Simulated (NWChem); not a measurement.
# Atomisation of hydrogen chloride (HCl)

```
Cl
H 1 1.2852
```
Charge 0, spin multiplicity 1.

All runs are NWChem calculations. All single points use one geometry, from PBE0/def2-SVP, a minimum by its harmonic frequencies.

Basis set: def2-TZVP. The atomisation energy is electronic alone: no zero-point, thermal, spin-orbit or counterpoise terms. No value is extrapolated to the basis-set limit. Free atoms are single determinants with multiplicities Cl 2, H 2.

No SCF solution was tested for a lower state. Open-shell Hartree-Fock references start from PBE0 orbitals.

Question: Order these methods by the atomisation energy they give, lowest first: HF, PBE0, BP86, PBE.

Answer: HF (76.1 kcal/mol), PBE0 (104.1 kcal/mol), PBE (105.6 kcal/mol), BP86 (108.1 kcal/mol)
